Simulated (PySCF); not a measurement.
# He: ionisation energy

He 1s2 (1S) → He⁺ 1s1 (2S), as a difference of total energies. Computed with PySCF 2.14 in 6-31G*, with no relativity, point nucleus. Correlated levels: valence: nothing frozen. The calculations carry no spin-orbit coupling.

```
           method  ionisation energy (eV)
              UHF                  23.444
             BP86                  24.782
            B3LYP                  24.868
    MP2 (valence)                  23.749
SCS-MP2 (valence)                  23.809
   CCSD (valence)                  23.852
```

Errors of the correlated levels include the incompleteness of this basis.

With two correlated electrons CCSD is exact in that space.

Task: Which method comes closest to the reference value, and which is furthest?

Result: The reference is 24.587 eV (measured; NIST Atomic Spectra Database, ionization energies). Closest: BP86 (error 0.195 eV); furthest: UHF (error -1.143 eV).
